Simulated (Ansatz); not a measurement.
A structure relaxed at PBE0-D4/def2-TZVPD in Ansatz, charge -1, doublet:

```tsv
atom	x (Å)	y (Å)	z (Å)
P1	-0.148	0.514	1.416
P2	0.147	-0.513	-1.416
S3	-1.269	-0.788	0.153
S4	1.270	0.787	-0.153
```

Task: Give its formula and point group.

Result: P₂S₂⁻. Point group D2h (tolerance 0.1 Å).

Task: Summarise the bond lengths by kind (pairs closer than 1.2 times the sum of covalent radii, bridged metal pairs left out).

Result: 4 × P–S 2.13 Å.

The highest occupied level of the charge -1 doublet lies above zero (up to 0.62 eV). The electron is either unbound and held by the finite basis, or the level is raised by self-interaction error. Another isomer (doublet) lies 0.93 eV lower at PBE0-D4/def2-TZVPD; other spin states weren't run for this one.
